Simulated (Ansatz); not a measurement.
The input, for Ansatz 0.2.0:

```yaml
crystal:
  periodic: [false, false, false]
  atoms:
    - {symbol: Al, position_ang: [0.000000, 0.000000, 0.187600]}
    - {symbol: P, position_ang: [0.000000, 0.000000, -1.956600]}
    - {symbol: H, position_ang: [0.000000, 0.000000, 1.769000]}
basis:
  gaussian: {orbitals: cc-pVDZ}
magnetization: {spin_polarized: false, initial_magnetization: 3}
correlation: {method: ccsdt_q, electrons: outside_noble_gas}
```

```sh
$ ansatz run in.yaml --threads 1 --pin off --events-out ev --progress --plain --max-ram 2393MiB
```

Log:

```
749 factors; integrals over basis functions are off by at most 1.6e-7 eV
mean field evaluation 1: about -15866.2838 eV, gradient 6.6e0 eV
mean field evaluation 2: about -15866.2871 eV, gradient 6.6e0 eV
mean field evaluation 4: about -15866.7271 eV, gradient 7.3e-1 eV
mean field evaluation 8: about -15866.7341 eV, gradient 7.0e-4 eV
mean field evaluation 16: about -15867.3021 eV, gradient 7.7e-1 eV
mean field evaluation 32: about -15866.7288 eV, gradient 1.8e-1 eV
mean field evaluation 64: about -15867.2921 eV, gradient 2.5e-6 eV
mean field evaluation 96: about -15867.2871 eV, gradient 6.3e-1 eV
mean field evaluation 128: about -15866.1383 eV, gradient 7.9e0 eV
mean field evaluation 160: about -15865.5198 eV, gradient 7.5e-1 eV
...
cycle  12  -4.57836537 eV  change   -1.3e-4 eV  update   1.0e-4
cycle  13  -4.57838953 eV  change   -2.4e-5 eV  update   4.3e-5
cycle  14  -4.57834374 eV  change    4.6e-5 eV  update   2.4e-5
cycle  15  -4.57832140 eV  change    2.2e-5 eV  update   1.0e-5
cycle  16  -4.57832606 eV  change   -4.7e-6 eV  update   5.0e-6
cycle  17  -4.57833158 eV  change   -5.5e-6 eV  update   2.6e-6
cycle  18  -4.57833255 eV  change   -9.7e-7 eV  update   1.5e-6
cycle  19  -4.57833186 eV  change    6.9e-7 eV  update   1.0e-6
cycle  20  -4.57833043 eV  change    1.4e-6 eV  update   7.0e-7
cycle  21  -4.57832997 eV  change    4.7e-7 eV  update   4.2e-7
perturbative correction -0.00922174 eV, -0.0003388928 hartree
Total energy: -15871.87970157 eV, -583.2808206864 hartree
```

For the same geometry and basis UCCSDT(Q) lies 0.1 meV lower.

Ran on 1 thread of Intel Xeon, shared host: 31 s wall, 0.19 GiB peak host memory.
